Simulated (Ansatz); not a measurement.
# HS− (hydrosulfide) at 6 levels

Aim: a comparison of 6 runs (HF/3-21G, UHF/3-21G, BLYP/3-21G, revPBE/3-21G, CCSD(T)/3-21G, UCCSD(T)/cc-pVDZ) of HS− (hydrosulfide). 

The calculation is run with Ansatz 0.2.0.

3 further runs of the same task are left out: 2 that didn't finish, 1 set aside as unsound or not needed.

## (1) Starting point

The species is HS− (2 atoms), meant as a singlet with charge -1. As SMILES, `[SH-]`. The H2–S1 distance was set to 3.365 Å, away from the relaxed value.

## (2) The energy at HF/3-21G (run 1)

molecule.yaml

```yaml
crystal:
  periodic: [false, false, false]
  atoms:
    - {symbol: S, position_ang: [2.298785, -0.751595, 1.181992]}
    - {symbol: H, position_ang: [-0.574700, 0.187900, -0.295500]}
basis:
  gaussian:
    orbitals: 3-21G.json
total_charge: -1
hamiltonian:
  xc: hf
accuracy: high
```

The basis set 3-21G is read from a file made from the Basis Set Exchange's data (not shown).

Run with:

```
$ ansatz run molecule.yaml --threads 1 --pin off --max-ram 2610MiB --events-out events.jsonl --progress --plain --runs-dir runs
```

The log of the run:

```text
Warning: RAYON_NUM_THREADS=1 ignored (pool sized by the plan → 1); use --threads N
Functional definition: HF
  name "HF"
  exchange = exact_x
  correlation = 0
258 factors; integrals over basis functions are off by at most 5.2e-9 eV
mean field evaluation 1: about -10773.2601 eV, gradient 1.7e1 eV
mean field evaluation 2: about -10773.2603 eV, gradient 1.7e1 eV
mean field evaluation 4: about -10774.4587 eV, gradient 2.0e0 eV
mean field evaluation 8: about -10774.4762 eV, gradient 6.2e-4 eV
mean field evaluation 16: about -10773.7003 eV, gradient 7.8e0 eV
mean field evaluation 32: about -10773.1957 eV, gradient 1.6e1 eV
mean field -10774.47616134 eV, -395.9546957268 hartree, gradient 7.2e-9 eV, S^2 0.000000; 0 other end points of the search recorded, 0 dependent functions left out
reference -10774.47616134 eV, -395.9546957268 hartree; 9, 9 occupied and 6, 6 virtual orbitals, 258 factors
Total energy: -10774.47616134 eV, -395.9546957268 hartree
```

Run time: 0.08 s. Hardware: 1 thread of Arm Neoverse V2, shared host.

## (3) The energy at UHF/3-21G (run 2)

molecule.yaml: that of step 2 with these lines changed.

```diff
@@ -6,7 +6,6 @@
 basis:
-  gaussian:
-    orbitals: 3-21G.json
+  gaussian: {orbitals: 3-21G.json}
 total_charge: -1
-hamiltonian:
-  xc: hf
+magnetization: {spin_polarized: true, initial_magnetization: 0}
+hamiltonian: {xc: hf}
 accuracy: high
```

The basis set 3-21G is read from a file made from the Basis Set Exchange's data (not shown).

Run with:

```
$ ansatz run molecule.yaml --threads 1 --pin off --max-ram 2610MiB --events-out events.jsonl --progress --plain --runs-dir runs
```

The log of the run:

```text
Warning: RAYON_NUM_THREADS=1 ignored (pool sized by the plan → 1); use --threads N
[... 4 set-up lines as earlier in the session ...]
258 factors; integrals over basis functions are off by at most 5.2e-9 eV
mean field evaluation 1: about -10773.2601 eV, gradient 1.2e1 eV
mean field evaluation 2: about -10773.2603 eV, gradient 1.2e1 eV
mean field evaluation 4: about -10774.4587 eV, gradient 1.4e0 eV
mean field evaluation 8: about -10774.4762 eV, gradient 4.9e-4 eV
mean field evaluation 16: about -10774.4762 eV, gradient 7.7e-6 eV
mean field evaluation 32: about -10777.3931 eV, gradient 1.8e-7 eV
mean field evaluation 64: about -10777.3822 eV, gradient 2.4e-2 eV
mean field evaluation 96: about -10777.3712 eV, gradient 5.9e-1 eV
mean field evaluation 128: about -10774.4762 eV, gradient 1.8e-2 eV
mean field -10777.39309786 eV, -396.0618911668 hartree, gradient 5.3e-9 eV, S^2 0.984018; 7 other end points of the search recorded, 0 dependent functions left out
reference -10777.39309786 eV, -396.0618911668 hartree; 9, 9 occupied and 6, 6 virtual orbitals, 258 factors
Total energy: -10777.39309786 eV, -396.0618911668 hartree
```

Wall time 0.16 s (1 thread of Arm Neoverse V2, shared host).

Runs 3 to 4 aren't shown in full; the table further down has their settings and results.

## (4) The energy at CCSD(T)/3-21G (run 5)

job.yaml

```yaml
crystal:
  periodic: [false, false, false]
  atoms:
    - {symbol: S, position_ang: [2.298785, -0.751595, 1.181992]}
    - {symbol: H, position_ang: [-0.574700, 0.187900, -0.295500]}
basis:
  gaussian:
    orbitals: 3-21G.json
total_charge: -1
accuracy: high
correlation:
  method: ccsd_t
  frozen_orbitals: {H: 0, S: 5}
scf:
  omitted_lower_state_checks: [cluster_reference, increment]
```

The basis set 3-21G is read from a file made from the Basis Set Exchange's data (not shown).

Run with:

```
$ ansatz run job.yaml --threads 1 --pin off --max-ram 2610MiB --events-out events.jsonl --progress --plain --runs-dir runs
```

The log of the run:

```text
Warning: RAYON_NUM_THREADS=1 ignored (pool sized by the plan → 1); use --threads N
[... 12 lines left out ...]
5 core orbitals not correlated: weight in the atoms' cores, before any rotation towards them, 1.000 or more for the frozen orbitals, at most 0.000 for the correlated occupied ones
[... 32 lines left out ...]
WARN: these amplitudes may be one of several solutions (largest doubles amplitude 0.80, level shift 4.83 eV)
Total energy: -10778.85352003 eV, -396.1155606916 hartree
Checks for a lower state left out: cluster_reference, increment
```

Run time: 0.16 s. Hardware: 1 thread of Arm Neoverse V2, shared host.

## (5) The energy at UCCSD(T)/cc-pVDZ (run 6)

molecule.yaml

```yaml
crystal:
  periodic: [false, false, false]
  atoms:
    - {symbol: S, position_ang: [2.298785, -0.751595, 1.181992]}
    - {symbol: H, position_ang: [-0.574700, 0.187900, -0.295500]}
basis:
  gaussian:
    orbitals: cc-pVDZ
total_charge: -1
magnetization:
  spin_polarized: true
  initial_magnetization: 0
correlation:
  method: ccsd_t
  frozen_orbitals: {H: 0, S: 5}
accuracy: high
scf:
  omitted_lower_state_checks: [cluster_reference, increment]
```

Run with:

```
$ ansatz run molecule.yaml --threads 1 --pin off --max-ram 2610MiB --events-out events.jsonl --progress --plain --runs-dir runs
```

The log of the run:

```text
Warning: RAYON_NUM_THREADS=1 ignored (pool sized by the plan → 1); use --threads N
[... 23 lines left out ...]
5 core orbitals not correlated: weight in the atoms' cores, before any rotation towards them, 1.000 or more for the frozen orbitals, at most 0.000 for the correlated occupied ones
[... 57 lines left out ...]
Total energy: -10833.67691961 eV, -398.1302834657 hartree
Checks for a lower state left out: cluster_reference, increment
```

Run time: 1.1 s. Hardware: 1 thread of Arm Neoverse V2, shared host.

## (6) Overview of the runs

| run | level | frozen core orbitals | energy (Eh) | wall time |
| --- | --- | --- | --- | --- |
| 1 | HF/3-21G | – | -395.954696 | 0.08 s |
| 2 | UHF/3-21G | – | -396.061891 | 0.16 s |
| 3 | BLYP/3-21G | – | -396.672777 | 0.34 s |
| 4 | revPBE/3-21G | – | -396.604063 | 0.34 s |
| 5 | CCSD(T)/3-21G | 5 | -396.115561 | 0.16 s |
| 6 | UCCSD(T)/cc-pVDZ | 5 | -398.130283 | 1.1 s |

## (7) Results

| quantity | value |
| --- | --- |
| run 6: total energy | -398.13028 Eh |
| run 6: correlation energy (5 core orbitals frozen) | -122.4 mEh |
| run 6: (T) correction | -1.44 mEh |
| run 6: ⟨S²⟩ of the reference determinant | 0.995 |
| run 6: T1 diagnostic | 0.033 |

Totals of different functionals can't be ranked against each other. In run 5 the T1 diagnostic is large, so a single reference may not serve. In run 5 the log says that unrestricted orbitals would lower the reference, so the values rest on an unstable closed-shell determinant (other closed-shell runs at this shape may share the fault). Spin contamination of the reference: run 6 ⟨S²⟩ = 0.99, run 2 ⟨S²⟩ = 0.98. Where it is this large, the reference is a mixture of spin states, and values that rest on it are in doubt. All runs together took 2.2 s, the longest 1.1 s.
